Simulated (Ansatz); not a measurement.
The cluster Mg3H4 (the lowest singlet isomer of a short search), 7 atoms. Hardware: 4 threads of Arm Neoverse V2 on a shared host.

Correlated methods freeze 3 core orbitals; core or outer-core shells of Mg are correlated, in sets that lack core-valence functions.

Question: How many basis functions does each of these Ansatz runs have, and roughly what does it cost? B97M-V/def2-TZVP, charge 0 triplet, energy, from earlier orbitals; r2SCAN-D4/def2-TZVP, charge 0 triplet, relaxation, 21 steps; PBE with 10 % exact exchange/def2-TZVP, charge 0 singlet, energy, from earlier orbitals; HF/6-31G, charge 0 triplet, energy; HSE06-D4/def2-TZVP, charge 0 triplet, energy, from earlier orbitals; PBE-D4/def2-TZVP, charge 0 singlet, energy, from earlier orbitals; HSE06-D4/def2-TZVP, charge 0 quintet, energy, from earlier orbitals; PBE0-D4/def2-TZVP, charge 0 triplet, energy, from earlier orbitals; MP2/def2-TZVP, charge 0 quintet, energy, from earlier orbitals; B97M-V/def2-TZVP, charge 0 quintet, energy, from earlier orbitals; r2SCAN-D4/def2-TZVP, charge 0 triplet, energy, from earlier orbitals; PBE0-D4/def2-SVP, charge 0 unrestricted singlet, energy with a search over starts.

Answer: Other jobs shared the machine, so times can vary by a factor of up to 3. A dash marks memory too small to be measured apart from the calling script's.

```tsv
run	functions	fitting or Cholesky vectors	wall time	peak host memory (GiB)
HF/6-31G, charge 0 triplet, energy	47	524	0.2 s	–
PBE-D4/def2-TZVP, charge 0 singlet, energy, from earlier orbitals	120	1040	0.75 s	–
PBE with 10 % exact exchange/def2-TZVP, charge 0 singlet, energy, from earlier orbitals	120	1040	0.95 s	–
MP2/def2-TZVP, charge 0 quintet, energy, from earlier orbitals	120	1036	1 s	–
PBE0-D4/def2-SVP, charge 0 unrestricted singlet, energy with a search over starts	74	636	1.6 s	–
HSE06-D4/def2-TZVP, charge 0 triplet, energy, from earlier orbitals	120	1040	1.9 s	–
HSE06-D4/def2-TZVP, charge 0 quintet, energy, from earlier orbitals	120	1040	1.9 s	–
PBE0-D4/def2-TZVP, charge 0 triplet, energy, from earlier orbitals	120	1040	2.5 s	–
r2SCAN-D4/def2-TZVP, charge 0 triplet, energy, from earlier orbitals	120	1040	3.5 s	–
B97M-V/def2-TZVP, charge 0 triplet, energy, from earlier orbitals	120	1040	7 s	–
B97M-V/def2-TZVP, charge 0 quintet, energy, from earlier orbitals	120	1040	8 s	–
r2SCAN-D4/def2-TZVP, charge 0 triplet, relaxation, 21 steps	120	1040	45 s	–
```
